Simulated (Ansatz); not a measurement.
The first iterations of a band of ClH4NSi (7 atoms, charge 0, multiplicity 1).

Computed with RKS PBE0-D4/def2-SVP (Ansatz).

```json
{
  "movable images": "9",
  "climbing image": "yes",
  "spring": "5.0 eV/Å²",
  "optimiser": "quadratic models (default)",
  "start path": "through a guess of the saddle point",
  "force threshold": "0.03 eV/Å",
  "iteration limit": "60",
  "end points": "relaxed"
}
```

First end point:

```xyz
7
Properties=species:S:1:pos:R:3
Si 0.226 0.059 0.001
Cl 0.513 0.099 2.068
H 1.584 0.100 -0.604
N -0.685 1.366 -0.629
H -1.685 1.412 -0.463
H -0.281 2.295 -0.667
H -0.503 -1.202 -0.293
```

Last end point:

```xyz
7
Properties=species:S:1:pos:R:3
Si -0.218 -0.515 -0.486
Cl 1.934 1.237 1.653
H 1.495 0.176 1.007
N -0.816 1.082 -0.461
H -1.620 1.452 -0.959
H -0.345 1.786 0.103
H -1.263 -1.089 -1.444
```

| iteration | highest image above the first end (eV) | largest band force component (eV/Å) |
| --- | --- | --- |
| 1 | 3.862 | 3.135 |
| 2 | 3.056 | 1.425 |
| 3 | 3.147 | 1.855 |
| 4 | 3.071 | 1.617 |
| 5 | 2.943 | 1.466 |
| 6 | 2.987 | 0.925 |
| 7 | 2.926 | 0.928 |
| 8 | 2.884 | 0.365 |

Q: Does the band converge within its limit, and where does its top end?

A: It converged. It ended after 24 iterations with the highest image 2.772 eV above the first end. A vibrational analysis at the climbing image gives one clearly imaginary mode, 728i cm⁻¹: a first-order saddle point. The orbitals stay closed-shell, which can raise the energy where a bond breaks towards radicals; this wasn't checked here.

Run time: 3.8 min on 1 thread of Intel(R) Xeon(R) 6975P-C (Granite Rapids) (shared host), peak memory 0.14 GiB.
